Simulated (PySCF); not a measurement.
Molecule: `CN`, CH5N.

Molfile (atoms numbered from 1):
```
CH5N
     RDKit          3D

  7  6  0  0  0  0  0  0  0  0999 V2000
   -0.5718    0.0399   -0.0015 C   0  0  0  0  0  0  0  0  0  0  0  0
    0.8528    0.1068    0.2753 N   0  0  0  0  0  0  0  0  0  0  0  0
   -1.0635   -0.4693    0.8268 H   0  0  0  0  0  0  0  0  0  0  0  0
   -0.8304   -0.4846   -0.9329 H   0  0  0  0  0  0  0  0  0  0  0  0
   -0.9609    1.0559   -0.0603 H   0  0  0  0  0  0  0  0  0  0  0  0
    1.2422   -0.8276    0.3448 H   0  0  0  0  0  0  0  0  0  0  0  0
    1.3349    0.5839   -0.4793 H   0  0  0  0  0  0  0  0  0  0  0  0
  1  2  1  0
  1  3  1  0
  1  4  1  0
  1  5  1  0
  2  6  1  0
  2  7  1  0
M  END
```

Geometry GFN2-xTB throughout; GIAO in PySCF, gas phase, one conformer, non-relativistic; equivalent atoms averaged; functional PBE0.

**Question.** How do the absolute shieldings σ depend on the basis set? (ppm; last column core-seconds on shared hosts with different chips, so compare them loosely)

**Answer.** 
```
 basis set  functions     C1     N2  H3/H4/H5  H6/H7  core-s
    STO-3G         15  201.0  289.8     31.43  33.31     0.6
  pcSseg-1         59  153.6  246.9     29.00  31.58     2.3
   cc-pVTZ        130  157.5  247.1     29.05  31.55     4.8
def2-TZVPP        132  156.4  245.9     29.00  31.44     5.7
```

**Question.** Which nucleus moves most, in ppm?

**Answer.** C1 (methyl carbon bonded to N): from 153.6 ppm with pcSseg-1 to 201.0 ppm with STO-3G. The smallest spread is 1.86 ppm, at H6/H7. Proton shifts span only some 12 ppm, so a few tenths of a ppm matter as much there as several ppm in carbon.

**Question.** Taking the largest basis, def2-TZVPP (132 functions), as the yardstick, rank the others by their worst heavy-atom deviation.

**Answer.** cc-pVTZ 1.2 ppm (130 functions), pcSseg-1 2.8 ppm (59 functions), STO-3G 44.6 ppm (15 functions).

A small basis that lands close on one nucleus may do so by chance; judge by the trend and by all nuclei.
